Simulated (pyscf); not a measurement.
PySCF, gas phase, ωB97X-D3(BJ)/def2-SVP geometries.

**Question.** Estimate the classical barrier height and the reaction energy of `[FH]` + `[F][SnH]([F])[F]` → `[F][Sn]([F])([F])[F]` + `[H][H]` at ωB97M-D3(BJ)/def2-TZVP. The step runs on the singlet surface, breaks F–H, H–Sn and forms F–Sn, H–H; take the separated reactants as zero.

**Answer.** ΔE‡ = 124.4 kJ/mol, ΔE = -1.6 kJ/mol. Zero-point energy shifts the barrier by -1.2 kJ/mol. It is a four-centre exchange, with an imaginary mode of 1268i cm⁻¹. On the reactant side the descent ends in a bound adduct (not fully relaxed), 34.2 kJ/mol under the separated species and 153.3 kJ/mol under the saddle at ωB97X-D3(BJ)/def2-TZVP. One saddle was located; it need not be the lowest between these sides. Elements past Kr carry the def2 core potentials, without spin-orbit coupling.
